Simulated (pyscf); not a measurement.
PySCF, gas phase, ωB97X-D3(BJ)/def2-SVP geometries.

Task: Estimate the classical barrier height and the reaction energy of O=P–OH + H₂ -> HO–PH–OH at ωB97M-D3(BJ)/def2-TZVP. The step runs on the singlet surface, breaks H–H and forms H–O, H–P; take the separated reactants as zero.

Result: ΔE‡ = 2.09 eV, ΔE = -0.37 eV. Zero-point energy shifts the barrier by +0.11 eV. It is an addition across a multiple bond or ene-type step, with an imaginary mode of 2120i cm⁻¹. On the product side the descent ends in a point that may be a rotor saddle (no frequency run), 0.05 eV over the lowest minimum found and 2.50 eV under the saddle at ωB97X-D3(BJ)/def2-TZVP. At the saddle there is also a short H–P contact that neither side keeps. One saddle was located; it need not be the lowest between these sides.
